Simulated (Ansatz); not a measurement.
System: rutile TiO2. Method: r²SCAN-D4 in Ansatz (plane waves, PAW).

Run with plane-wave cutoff 560 eV, 8×8×12 k mesh (along the axes of the cell as run), Fermi–Dirac smearing 0.01 eV, no spin polarisation, scalar-relativistic PAW data made under PBE.

On both sides of the equilibrium volume: at 10.123 Å³/atom the pressure is 4.96 GPa and the direct gap at Γ 2.255 eV; at 10.537 Å³/atom they are -4.40 GPa and 2.212 eV. The fitted bulk modulus is 233 GPa.

Problem. Work out the volume deformation potential of this gap and its pressure coefficient, in two ways.

Solution. a_V = dE_g/d ln V = (2.212 − 2.255)/ln(10.537/10.123) = -1.07 eV. Since dP = −B d ln V, dE_g/dP = −a_V/B = 5 meV/GPa. Straight from the pressures: (2.255 − 2.212)/(4.96 − (-4.40)) = 5 meV/GPa. At this level and over this range the gap at Γ widens under pressure.

Note: the bulk modulus comes from volumes at which shape and atoms were relaxed.

Ansatz is an electronic-structure program.
